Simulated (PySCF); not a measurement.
Species: diphosphorus tetrafluoride, P₂F₄.
Numbering: `[F:1][P:2]([F:3])[P:4]([F:5])[F:6]`

The same species was optimised twice, with GFN2-xTB and with PBE0-D3(BJ)/def2-SVP (PySCF), and the same property calculations (PySCF, gas phase) were run on both structures.

| coordinate | GFN2-xTB | PBE0-D3(BJ)/def2-SVP | change |
| --- | --- | --- | --- |
| P2–P4 (Å) | 2.264 | 2.275 | +0.011 |
| P4–F5 (Å) | 1.619 | 1.615 | -0.004 |
| P2–F3 (Å) | 1.620 | 1.615 | -0.005 |
| P4–F6 (Å) | 1.620 | 1.615 | -0.005 |
| F1–P2 (Å) | 1.619 | 1.616 | -0.003 |
| F5–P4–F6 (°) | 94.2 | 98.8 | +4.6 |
| F1–P2–F3 (°) | 94.3 | 98.8 | +4.5 |
| P2–P4–F5 (°) | 93.6 | 94.6 | +1.0 |
| F3–P2–P4 (°) | 93.5 | 94.3 | +0.8 |
| P2–P4–F6 (°) | 93.5 | 93.8 | +0.3 |
| F1–P2–P4 (°) | 93.4 | 93.6 | +0.2 |
| F1–P2–P4–F5 (°) | 180 | -179 | +1 |

Rotational constants: A = 3738, B = 1766, C = 1384 MHz (GFN2-xTB) against A = 3605, B = 1789, C = 1363 MHz (PBE0-D3(BJ)/def2-SVP).

On the GFN2-xTB structure: HOMO (eV) -7.61 [PBE0/pcSseg-1]; LUMO (eV) -1.97 [PBE0/pcSseg-1]; dipole (D) 0.00 [PBE0/pcSseg-1]; GIAO shielding of F1/F3/F5/F6 (mean) (ppm) 304.1 [PBE0/pcSseg-1]; GIAO shielding of P2/P4 (mean) (ppm) 53.4 [PBE0/pcSseg-1].

Task: What do these properties become on the PBE0-D3(BJ)/def2-SVP structure?

Result: 
| property | level | on GFN2-xTB | on PBE0-D3(BJ)/def2-SVP | change |
| --- | --- | --- | --- | --- |
| HOMO (eV) | PBE0/pcSseg-1 | -7.61 | -7.49 | +0.12 |
| LUMO (eV) | PBE0/pcSseg-1 | -1.97 | -1.76 | +0.21 |
| dipole (D) | PBE0/pcSseg-1 | 0.00 | 0.05 | +0.05 |
| energy, GFN2-xTB geometry as zero (kcal/mol) | PBE0/pcSseg-1 | 0.0 | -1.0 | -1.0 |
| GIAO shielding of F1/F3/F5/F6 (mean) (ppm) | PBE0/pcSseg-1 | 304.1 | 302.4 | -1.7 |
| GIAO shielding of P2/P4 (mean) (ppm) | PBE0/pcSseg-1 | 53.4 | 55.7 | +2.3 |

The heavy atoms differ by 0.043 Å rms after alignment. Among bonds between heavy atoms P2–P4 changes most (+0.011 Å). Changes are differences of the printed values. Neither structure is proved a minimum here.

Conformer computed: `[F:1][P:2]([F:3])[P:4]([F:5])[F:6]`: F1–P2–P4–F5 -179°.
